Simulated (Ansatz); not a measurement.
# BSiHCl+ (singlet): inputs that go wrong

4 inputs are run for BSiHCl+ (singlet) as typed; the log has to tell whether the result can be used and what must change.

Method: the settings change from run to run; program: Ansatz 0.2.0, Gaussian basis.

17 further runs of the same task are left out: 5 that didn't finish, 12 set aside as unsound or not needed. Runs told in other sessions of the task aren't counted.

**1. What is computed**

The geometry is a PBE0/def2-TZVP stationary point (not a proven minimum) of the parent state, kept for this charge and spin.

4 atoms, charge 1, spin multiplicity 1.

Atoms are counted from 1 here; the program's logs count them from 0.

Bond lengths: B1–Si2 2.006 Å, Si2–Cl3 2.045 Å, Si2–H4 1.489 Å. Angles: B1–Si2–Cl3 126.7°, B1–Si2–H4 124.7°, Cl3–Si2–H4 108.6°.

**2. Try 1**

The input, in.yaml:

```yaml
crystal:
  periodic: [false, false, false]
  atoms:
    - {symbol: B, position_ang: [0.000000, -0.774798, 2.297978]}
    - {symbol: Si, position_ang: [0.000000, 0.426352, 0.690864]}
    - {symbol: Cl, position_ang: [0.000000, -0.155923, -1.269218]}
    - {symbol: H, position_ang: [0.000000, 1.914765, 0.744971]}
basis:
  gaussian: {orbitals: cc-pVDZ}
total_charge: 1
magnetization: {spin_polarized: true, initial_magnetization: 1}
correlation: {method: bccd, electrons: valence}
```

Command:

```sh
$ ansatz run in.yaml --threads 1 --pin off --events-out ev --progress --plain --max-ram 2393MiB
```

Output:

```text
Error: a molecule whose nuclei and cores have a total charge of 37 cannot have a net charge of 1 together with 1 unpaired electrons
```

It took 0.03 s on 1 thread of Intel Xeon Platinum 8259CL at 2.50GHz, shared host.

Diagnosis: The run was refused. The number of unpaired electrons doesn't fit the electron count. Cure: make charge and initial_magnetization agree.

**3. Try 2**

The input, in.yaml:

```yaml
crystal:
  periodic: [false, false, false]
  atoms:
    - {symbol: B, position_ang: [0.000000, -0.774798, 2.297978]}
    - {symbol: Si, position_ang: [0.000000, 0.426352, 0.690864]}
    - {symbol: Cl, position_ang: [0.000000, -0.155923, -1.269218]}
    - {symbol: H, position_ang: [0.000000, 1.914765, 0.744971]}
basis:
  gaussian: {orbitals: 6-31G}
total_charge: 1
hamiltonian: {xc: pbe}
correlation: {active_space: {window: {electrons: 2, orbitals: 2}}}
accuracy: high
```

Launched as before.

Output:

```text
Error: invalid value for `correlation.active_space`: it starts from restricted Hartree–Fock orbitals; set hamiltonian.xc: hf without magnetization.spin_polarized
```

Wall time 0.03 s (1 thread of Intel Xeon Platinum 8259CL at 2.50GHz, shared host).

**Diagnosis.** The run was refused. An active space is asked on a functional's orbitals. Cure: start from Hartree-Fock.

**4. Try 3**

The input, in.yaml:

```yaml
crystal:
  periodic: [false, false, false]
  atoms:
    - {symbol: B, position_ang: [0.000000, -0.774798, 2.297978]}
    - {symbol: Si, position_ang: [0.000000, 0.426352, 0.690864]}
    - {symbol: Cl, position_ang: [0.000000, -0.155923, -1.269218]}
    - {symbol: H, position_ang: [0.000000, 1.914765, 0.744971]}
basis:
  gaussian: {orbitals: cc-pVDZ}
total_charge: 1
magnetization: {spin_polarized: false}
correlation: {method: fic_mrcisd_q, electrons: outside_noble_gas}
scf: {lower_state_search: light}
output: {forces: true}
```

Same command.

Output:

```text
Error: this correlation method needs an active space: name one as the reference
```

Wall time 0.03 s (1 thread of Intel Xeon Platinum 8259CL at 2.50GHz, shared host).

**Diagnosis.** The run was refused. This method needs an active space and has none. Fix: add an active_space block.

**5. Try 4**

The input, in.yaml:

```yaml
crystal:
  periodic: [false, false, false]
  atoms:
    - {symbol: B, position_ang: [0.000000, -0.774798, 2.297978]}
    - {symbol: Si, position_ang: [0.000000, 0.426352, 0.690864]}
    - {symbol: Cl, position_ang: [0.000000, -0.155923, -1.269218]}
    - {symbol: H, position_ang: [0.000000, 1.914765, 0.744971]}
basis:
  gaussian: {orbitals: cc-pVDZ}
total_charge: 1
magnetization: {spin_polarized: true, initial_magnetization: 4}
hamiltonian: {xc: hf}
output: {orbitals: {seedname: orbitals}}
```

Launched as before.

Output:

```text
Functional definition: HF
  name "HF"
  cite "Fock, Z. Phys. 61, 126 (1930) doi:10.1007/BF01340294"
  parent pbe
  exchange = exact_x
  correlation = 0
554 factors; integrals over basis functions are off by at most 1.2e-3 eV
mean field evaluation 1: about -21036.5258 eV, gradient 1.1e1 eV
mean field evaluation 2: about -21036.6125 eV, gradient 1.1e1 eV
mean field evaluation 4: about -21038.7594 eV, gradient 3.2e0 eV
mean field evaluation 8: about -21039.2865 eV, gradient 6.4e-1 eV
mean field evaluation 16: about -21039.3249 eV, gradient 1.4e-5 eV
mean field evaluation 32: about -21039.0592 eV, gradient 6.2e-1 eV
mean field evaluation 64: about -21038.5463 eV, gradient 2.0e0 eV
mean field evaluation 96: about -21037.4579 eV, gradient 2.0e0 eV
mean field evaluation 128: about -21039.3249 eV, gradient 8.2e-3 eV
mean field -21039.32492291 eV, -773.1809299504 hartree, gradient 1.5e-5 eV, S^2 6.019443; 4 other end points of the search recorded, 0 dependent functions left out
reference -21039.32492291 eV, -773.1809299504 hartree; 20, 16 occupied and 35, 39 virtual orbitals, 554 factors
Total energy: -21039.32492291 eV, -773.1809299504 hartree
```

Run time: 2.7 s. Hardware: 1 thread of Intel Xeon Platinum 8259CL at 2.50GHz, shared host.

Diagnosis: The run converged, which proves nothing about the input. Far too many unpaired electrons are asked for. Its energy belongs to the state of multiplicity 5, not to the singlet that was meant. Fix: set initial_magnetization to that of the wanted state.

**6. Summary**

```
try                   level      ended                                                            cause    time
  1     BCCD on UHF/cc-pVDZ    refused  the number of unpaired electrons doesn't fit the electron count  0.03 s
  2       CASSCF(2,2)/6-31G    refused              an active space is asked on a functional's orbitals  0.03 s
  3  'fic_mrcisd_q'/cc-pVDZ    refused                   this method needs an active space and has none  0.03 s
  4        HF (UHF)/cc-pVDZ  converged                    far too many unpaired electrons are asked for   2.7 s
```

3 refused, 1 converged. The input that converges on a wrong geometry or spin is the dangerous one: no error points at it, so geometry and ⟨S²⟩ have to be checked.
